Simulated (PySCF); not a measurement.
Method: PySCF with TPSSh-D3(BJ)/def2-TZVP // PBE0-D3(BJ)/def2-TZVP. All species are isolated molecules in the gas phase. 

Reference species (SMILES): `ClC(Cl)(Cl)Cl` (neutral, multiplicity 1).

```
Item            Value
-------------  ------
dipole moment  0.00 D
```

Changed species: `C` (whole molecule; the reference has whole molecule).

Q: Predict the effect on the dipole moment.

A: the dipole moment hardly moves.
